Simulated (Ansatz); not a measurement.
**NaAlH2 (SMILES [Na][AlH2]): one structure at several levels**

An exercise on one series of results from a longer session: the logs are not shown, and one member is left open.

Method: single points in def2-TZVPP; program: Ansatz 0.2.0, Gaussian basis.

Correlated methods freeze the cores. The outer core shell of Li, Na, Mg and K is correlated.

### The starting structure

SMILES `[Na][AlH2]`, 4 atoms, charge 0, spin multiplicity 1.

Atoms are counted from 1 here; the program's logs count them from 0.

Bond lengths: Na1–Al2 2.631 Å, Al2–H3 1.595 Å, Al2–H4 1.460 Å. Angles: Na1–Al2–H3 118.6°, Na1–Al2–H4 119.6°, H3–Al2–H4 115.8°.

As a file:

```
Na   -2.3041   -0.1227   -0.9659
Al    0.1307    0.0052    0.0221
H     0.7130   -1.2674    0.7864
H     0.6780    1.2962    0.4294
```

The first run:

Contents of run/in.yaml:

```yaml
crystal:
  periodic: [false, false, false]
  atoms:
    - {symbol: Na, position_ang: [-2.304071, -0.122658, -0.965918]}
    - {symbol: Al, position_ang: [0.130713, 0.005226, 0.022112]}
    - {symbol: H, position_ang: [0.712980, -1.267382, 0.786449]}
    - {symbol: H, position_ang: [0.678000, 1.296178, 0.429407]}
basis:
  gaussian: {orbitals: def2-TZVPP}
hamiltonian: {xc: pbe, dispersion: d4}
output: {forces: true}
```

Launch:

```console
> ansatz run in.yaml --threads 2 --pin off --events-out ev --progress --plain --max-ram 3481MiB
```

Among the steps run: PBE-D4/def2-TZVPP; r2SCAN-D4/def2-TZVPP; PBE0-D4/def2-TZVPP; wB97M-V/def2-TZVPP; CCSD(T)/def2-TZVPP.

One table of the session follows, with a row left open; its other results are not shown here.

```
   method  RMS force component (eV/Å)  angle to CCSD(T) forces (°)  dipole (D)
   PBE-D4                       1.004                          3.5        4.84
r2SCAN-D4                       0.986                          2.0        5.39
  PBE0-D4                       0.987                          1.2        5.31
  wB97M-V                           ?                            ?           ?
  CCSD(T)                       0.980                    reference        5.74
```

**Question.** Estimate the row for wB97M-V.

**Answer.** RMS force component (eV/Å): 0.942; angle to CCSD(T) forces (°): 2.9; dipole (D): 5.56. In the column «RMS force component (eV/Å)» it is the lowest.
